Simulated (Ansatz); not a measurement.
The same path of C₂H₅NS (9 atoms, charge 0, multiplicity 1) was run twice with different band settings. The coordinate that changes most is the dihedral H8–C3–S4–H9.

Theory: Ansatz, RKS PBE0-D4/6-31G*.

Relaxed end points:

```xyz
9
Properties=species:S:1:pos:R:3
N -0.952 1.210 0.707
C -0.043 0.560 -0.101
C 0.468 -0.665 0.111
S 1.842 -1.242 -0.833
H -1.564 1.864 0.243
H -1.440 0.631 1.377
H 0.316 1.153 -0.939
H 0.140 -1.272 0.952
H 1.233 -2.238 -1.516
```

```xyz
9
Properties=species:S:1:pos:R:3
N -0.818 1.240 0.765
C -0.143 0.494 -0.175
C 0.207 -0.798 -0.059
S 1.060 -1.627 -1.361
H -1.365 2.010 0.411
H -1.299 0.719 1.486
H 0.161 1.054 -1.057
H -0.095 -1.388 0.804
H 2.294 -1.703 -0.814
```

Common settings: movable images 9; climbing image yes; optimiser quadratic models (default); start path through a guess of the saddle point; force threshold 0.03 eV/Å; end points relaxed.

| run | spring | iteration limit |
| --- | --- | --- |
| 1 | 5.0 eV/Å² | 53 |
| 2 | 2.0 to 10.0 eV/Å², energy-weighted | 60 |

(1) What does each run give, and how far can it be trusted?

Answers

(1) Run 1: converged after 18 iterations, highest image 0.136 eV above the first end. A vibrational analysis at the climbing image gives one clearly imaginary mode, 162i cm⁻¹: a first-order saddle point.
Run 2: converged after 17 iterations, highest image 0.136 eV above the first end. Another band between the same ends (9 images) ends at a top of the same energy, where a vibrational analysis finds 1 clearly imaginary mode.
